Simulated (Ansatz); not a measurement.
# C2H4OS: up Jacob's ladder to CCSD(T)

One table from this session's results is given with a row withheld; the runs are named, their logs left out.

Method: functionals in def2-TZVPP, the program's frozen cores in correlated methods; program: Ansatz 0.2.0, Gaussian basis.

Plan: LDA (SPW92), PBE-D4, revPBE-D4, BLYP-D4, r2SCAN-D4, B97M-V, PBE0-D4, B3LYP-D4, r2SCANh-D4, r2SCAN0-D4, HSE06-D4, BHLYP-D4, CAM-B3LYP-D4, LC-ωPBE, ωB97X-V, ωB97M-V, B2PLYP, PBE-QIDH; CCSD(T)/def2-SVP; CCSD(T)/def2-TZVPP; MP2/def2-QZVPP; extrapolation to the limit; RPA on PBE.

**The relaxed structure**

All runs share one geometry, relaxed beforehand with PBE0-D4 in a triple-zeta def2 set.

SMILES `CC(=O)S`, 8 atoms, charge 0, spin multiplicity 1.

Atoms are counted from 1 here; the program's logs count them from 0.

Bond lengths: C1–C2 1.502 Å, C1–H5 1.088 Å, C1–H6 1.092 Å, C1–H7 1.093 Å, C2–O3 1.197 Å, C2–S4 1.792 Å, S4–H8 1.342 Å. Angles: C2–C1–H5 109.2°, C2–C1–H6 110.4°, C2–C1–H7 109.7°, H5–C1–H6 110.1°, H5–C1–H7 109.8°, H6–C1–H7 107.6°, C1–C2–O3 124.6°, C1–C2–S4 112.7°, O3–C2–S4 122.7°, C2–S4–H8 94.0°.

The first run:

Contents of in.yaml:

```yaml
crystal:
  periodic: [false, false, false]
  atoms:
    - {symbol: C, position_ang: [0.020866, 1.049381, -0.021075]}
    - {symbol: C, position_ang: [0.312859, -0.417741, -0.151988]}
    - {symbol: O, position_ang: [1.296277, -0.872869, -0.659659]}
    - {symbol: S, position_ang: [-0.985814, -1.444833, 0.533995]}
    - {symbol: H, position_ang: [0.870824, 1.618211, -0.393352]}
    - {symbol: H, position_ang: [-0.175497, 1.306260, 1.021995]}
    - {symbol: H, position_ang: [-0.873063, 1.299901, -0.597251]}
    - {symbol: H, position_ang: [-0.374154, -2.595509, 0.211636]}
basis:
  gaussian: {orbitals: def2-TZVPP}
hamiltonian: {xc: lda}
output: {orbitals: {seedname: orbitals}}
```

Command:

```
ansatz run in.yaml --threads 2 --pin off --events-out ev --progress --plain --max-ram 4352MiB
```

Steps of the session up to this table: LDA; PBE-D4 (GGA); revPBE-D4 (GGA); BLYP-D4 (GGA); r2SCAN-D4 (meta-GGA); B97M-V (meta-GGA); PBE0-D4 (hybrid); B3LYP-D4 (hybrid); r2SCANh-D4 (hybrid); r2SCAN0-D4 (hybrid); HSE06-D4 (hybrid); BHLYP-D4 (hybrid); CAM-B3LYP-D4 (range-separated); LC-ωPBE (range-separated); ωB97X-V (range-separated); ωB97M-V (range-separated); B2PLYP (double hybrid); PBE-QIDH (double hybrid).

One table of the session follows, with a row left open; its other results are not shown here.

It belongs to the step «Orbital energies across the functionals». 

```
  functional  HOMO (eV)  gap (eV)
 LDA (SPW92)      -6.37      4.41
      PBE-D4      -6.20      4.47
   revPBE-D4      -6.14      4.49
     BLYP-D4          ?         ?
   r2SCAN-D4      -6.50      5.00
      B97M-V      -6.63      5.26
     PBE0-D4      -7.70      7.06
    B3LYP-D4      -7.45      6.56
  r2SCANh-D4      -7.07      5.96
  r2SCAN0-D4      -7.91      7.40
    HSE06-D4      -7.30      6.27
    BHLYP-D4      -8.96      9.57
CAM-B3LYP-D4      -9.09      9.67
     LC-ωPBE     -10.39     12.16
     ωB97X-V     -10.07     11.79
     ωB97M-V      -9.98     11.63
```

**Question.** Estimate the row for BLYP-D4.

Worked estimate for «HOMO (eV)». Against the share of exact exchange, B3LYP-D4 (0.2, -7.45), BHLYP-D4 (0.5, -8.96) give a slope of -5.03 per unit share; at 0 the line stands at -6.44.

**Answer.** HOMO (eV): -6.09; gap (eV): 4.50. In «HOMO (eV)» the line misses by -0.35.
